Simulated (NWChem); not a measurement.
A series in which one site is exchanged, each optimised at PBE0/def2-SVP with NWChem, gas phase unless a solvent is named. Some are not confirmed as minima by frequencies. def2 effective core potentials on Hf; no spin-orbit coupling.

A: [OH][TiH3] (TiH$_{4}$O; site = Ti)
B: [OH][GeH3] (GeH4O; site = Ge)
C: [OH][HfH3] (HfH$_{4}$O; site = Hf)
D: OC (CH$_{4}$O; site = C)

```csv
quantity,A,B,C,D
"dipole (D), PBE0/def2-SVP",[?],1.49,2.12,1.64
"orbital gap (eV), PBE0/def2-SVP",[?],8.70,6.51,9.44
"static polarisability, PBE/def2-SVPD (bohr³)",[?],38.9,54.9,22.0
"lowest singlet excitation, PBE/def2-SVPD, TDA (eV)",[?],6.07,4.29,6.23
```

**Question.** Fill in the missing entries.

**Answer.** 
- dipole (D), PBE0/def2-SVP, A: 2.20
- orbital gap (eV), PBE0/def2-SVP, A: 6.18
- static polarisability, PBE/def2-SVPD (bohr³), A: 50.5
- lowest singlet excitation, PBE/def2-SVPD, TDA (eV), A: 3.36
